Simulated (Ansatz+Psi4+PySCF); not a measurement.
The numbers below are computed, except where a source is named.
## Ansatz (development build ahead of 0.2.0) run

```yaml
crystal:
  periodic: [false, false, false]
  atoms:
    - { symbol: O, position_ang: [0.052, -0.0924, 0.0243] }
    - { symbol: H, position_ang: [-0.4158, 0.7393, -0.1946] }
basis:
  gaussian: { orbitals: aug-cc-pVTZ }
total_charge: -1
hamiltonian:
  xc: hf
correlation:
  method: mp2
  frozen_orbitals: { H: 0, O: 1 }
scf:
  omitted_lower_state_checks: [stability, starts, atomic_configurations, cluster_reference, orbital_swaps, given_window_search, neighbouring_geometries, increment]
```

The input is written out in the form of the current development build from the run's settings.

Results

```
Converged                                                          : yes
Reference energy                                                   : -75.41138 hartree
Correlation energy                                                 : -0.29079 hartree
Total energy                                                       : -75.70217 hartree
Spin squared of the determinant                                    : 0.000
Occupied orbitals by symmetry in an Abelian subgroup (alpha; beta) : 3 A1 1 B1 1 B2; 3 A1 1 B1 1 B2
```
